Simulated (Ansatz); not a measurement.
Relaxation of ClH₄Si (6 atoms, charge -1, multiplicity 1), to a largest force component of 0.02 eV/Å in at most 40 steps.

Method: Ansatz 0.2.0, UKS B3LYP-D4/def2-SVP.

```xyz
6
Properties=species:S:1:pos:R:3
Cl 0.058 -0.053 -2.953
Si -0.011 0.008 0.509
H -0.123 -1.310 -0.078
H -0.923 0.015 1.685
H -0.332 1.184 -0.263
H 1.332 0.156 1.099
```

Question: Where does it end, and by what steps?

Answer: It converged. Limits of this set-up: an anion without diffuse functions, the dipole of an ion depends on the origin. After 8 steps the energy has fallen by 0.434 eV; Cl1 moved furthest, 0.94 Å. Joined: Cl1–Si2.

```tsv
step	energy less start (eV)	largest force component (eV/Å)	accepted
0	0.0000	0.589	yes
1	-0.0813	0.262	yes
2	-0.1667	0.221	yes
3	-0.2561	0.199	yes
4	-0.3587	0.178	yes
5	-0.4154	0.268	yes
6	-0.4189	0.183	yes
7	-0.4343	0.028	yes
8	-0.4344	0.001	yes
```

```xyz
6
Properties=species:S:1:pos:R:3
Cl 0.676 -0.033 -2.247
Si -0.072 0.004 0.240
H -0.616 -1.356 -0.070
H -0.524 0.026 1.745
H -0.856 1.208 -0.180
H 1.392 0.153 0.511
```

Time of the run: 9.9 s on 1 thread of Intel(R) Xeon(R) 6975P-C (Granite Rapids), with other jobs on the host, peak memory 0.14 GiB.
